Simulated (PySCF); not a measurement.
## Four-centre ligand exchange

Start structure (CH7BO, singlet), relaxed at PBE0-D4/def2-TZVP:

```xyz
10
angstrom
B -0.1401 -1.2849 -0.3380
H 0.7315 -2.1176 -0.4068
H -0.5526 -0.8915 -1.4092
H -1.0001 -1.5026 0.4795
H 1.4346 0.1623 -0.2549
O 0.6561 0.0081 0.2909
C -0.1258 1.2047 0.3865
H 0.4831 1.9957 0.8246
H -0.5019 1.4890 -0.5978
H -0.9607 0.9640 1.0396
```

The step: CH₄O ([CH3][OH]) + BH₃ → CH₅BO ([BH2][O][CH3]) + H₂; bonds formed: H2–H5; dative contacts that become bonds: B1–O6; bonds broken: B1–H2, H5–O6. PySCF 2.14 with density fitting (its default auxiliary sets; JK sets also for MP2 and CCSD(T)); basis: def2-TZVPP and def2-QZVPP; cores frozen in the correlated methods. Extrapolation: Hartree–Fock as exp(−7.88 √X), correlation as X^−2.97. Energies below are by CCSD(T) at an estimated basis limit (MP2 extrapolated from triple and quadruple zeta, plus CCSD(T) − MP2 in triple zeta).

(1) What are the electronic barrier and the energy of the step, from the start structure to the end structure? (An estimate is asked for; the value comes from the calculation.)

T1 diagnostic: at most 0.014. The end structure is not quite a true minimum (one mode of 41i cm⁻¹).

Answers

(1) By the calculation: Barrier 1.135 eV; step energy -0.568 eV (downhill); reverse barrier, their difference, 1.703 eV. Barrier and step energy count from the start structure, the reverse barrier from the end structure.

The saddle point: One imaginary mode of 1332i cm⁻¹.
| pair | start (Å) | saddle (Å) | end (Å) |
| --- | --- | --- | --- |
| B1–O6 | 1.64 | 1.56 | 1.34 |
| H2–H5 | 2.39 | 1.02 | 0.75 |
| B1–H2 | 1.21 | 1.34 | 3.47 |
| H5–O6 | 0.96 | 1.27 | 3.01 |

Zero-point energy (harmonic, PBE0-D4): ZPE is 2.306 eV at the start and 2.168 eV at the saddle, so the barrier goes from 1.135 to 0.997 eV.

First-order rate constant out of the start structure at 698 K by transition-state theory, with harmonic vibrational free energies alone and no tunnelling: ΔA‡ = 1.048 eV, so k = (kB T/h) exp(−ΔA‡/kB T) ≈ 10^6 s⁻¹ (an order of magnitude at best: rotation, the number of equivalent paths and anharmonicity are left out).

The step is the kind of ligand exchange by which a precursor binds to a hydroxyl group, or is hydrolysed, in atomic layer deposition of oxides.

Labels in which every atom is bracketed show which atoms are joined, not bond orders.

For scale, one of the runs: CCSD(T)/def2-TZVPP, 191 basis functions, launched by `OMP_NUM_THREADS=4 python run.py`. The run took 5.9 min on 4 CPU threads of an Intel Xeon (shared host), with 2 GiB of host memory at its peak.
